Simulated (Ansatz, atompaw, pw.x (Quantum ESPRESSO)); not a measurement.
**pw.x on fcc Mg: one setting changed**

Potential: PAW, atompaw 4.2.0.5, PBEsol; core [Ne], reference 3s2 3p0; waves: 3s (bound); 3s channel at 4.65 Ry; 3p (bound, empty); 3p channel at 1.85 Ry; 3d channel at 0.25 Ry; local part: troulliermartins scheme with l = 3 at -0.5 Ry, radius 2.72 bohr; core correction: smooth core density matched at 3.22 bohr; augmentation: besselshape compensation charge, radius 3.34 bohr; PAW radius 3.34 bohr; waves and projectors: bloechl.

The reference run (k-mesh 13³, cutoffs 40/400 Ry, Fermi–Dirac 0.01 Ry, mixing_beta 0.4, conv_thr 1e-9, no spin) gives 0.01 GPa at 22.729 Å³/atom, where all-electron LAPW gives -0.03 GPa. This run, with its own iteration cap, changes degauss to 0.002.

```
&control
  calculation='scf', prefix='x', pseudo_dir='./', outdir='./tmp', tstress=.true., disk_io='none'
/
&system
  ibrav=0, nat=1, ntyp=1, ecutwfc=40, ecutrho=400, nbnd=8,
  occupations='smearing', smearing='fd', degauss=0.002
/
&electrons
  conv_thr=1e-09, mixing_beta=0.4, electron_maxstep=70
/
ATOMIC_SPECIES
Mg 1.0 Mg.UPF
CELL_PARAMETERS angstrom
  0.00000000 2.24827852 2.24827852
  2.24827852 0.00000000 2.24827852
  2.24827852 2.24827852 0.00000000
ATOMIC_POSITIONS crystal
Mg 0.0000 0.0000 0.0000
K_POINTS automatic
13 13 13 0 0 0
```

```bash
pw.x < Mg.scf.in > Mg.scf.out
```

Q: How does the run end?

A: It converges in 6 iterations; the free energy moves by +12.8 meV/atom and the pressure by -0.08 GPa. In a metal, with Fermi–Dirac smearing, F lies below its zero-width value by a term in the square of the width.

```
Message from routine setup:
     using ibrav=0 with symmetry is DISCOURAGED, use correct ibrav instead
     lattice parameter (alat)  =       6.0085  a.u.
     unit-cell volume          =     153.3829 (a.u.)^3
     number of electrons       =         2.00
     number of Kohn-Sham states=            8
     kinetic-energy cutoff     =      40.0000  Ry
     charge density cutoff     =     400.0000  Ry
     scf convergence threshold =      1.0E-09
     Exchange-correlation= SLA PW PSX PSC
     number of k points=    84  Fermi-Dirac smearing, width (Ry)=  0.0020
     iteration #  1     ecut=    40.00 Ry     beta= 0.40
     total energy              =     -32.71937688 Ry
     estimated scf accuracy    <       0.00495118 Ry
     iteration #  2     ecut=    40.00 Ry     beta= 0.40
     total energy              =     -32.71842961 Ry
     estimated scf accuracy    <       0.00180604 Ry
     iteration #  3     ecut=    40.00 Ry     beta= 0.40
     total energy              =     -32.71844487 Ry
     estimated scf accuracy    <       0.00000067 Ry
     iteration #  4     ecut=    40.00 Ry     beta= 0.40
     total energy              =     -32.71844568 Ry
     estimated scf accuracy    <       0.00000009 Ry
     iteration #  5     ecut=    40.00 Ry     beta= 0.40
     total energy              =     -32.71844569 Ry
     estimated scf accuracy    <          1.9E-09 Ry
     iteration #  6     ecut=    40.00 Ry     beta= 0.40
     the Fermi energy is     3.5479 ev
!    total energy              =     -32.71844570 Ry
     estimated scf accuracy    <          2.3E-10 Ry
     smearing contrib. (-TS)   =      -0.00008671 Ry
     convergence has been achieved in   6 iterations
          total   stress  (Ry/bohr**3)                   (kbar)     P=       -0.70
     Message from routine punch:
     Nothing written, as per user request (disk_io='none')
```

The run took about 8.8 s on one core of a shared host (Intel(R) Xeon(R) Platinum 8259CL CPU @ 2.50GHz, 96 threads, 755 GiB, load 48).
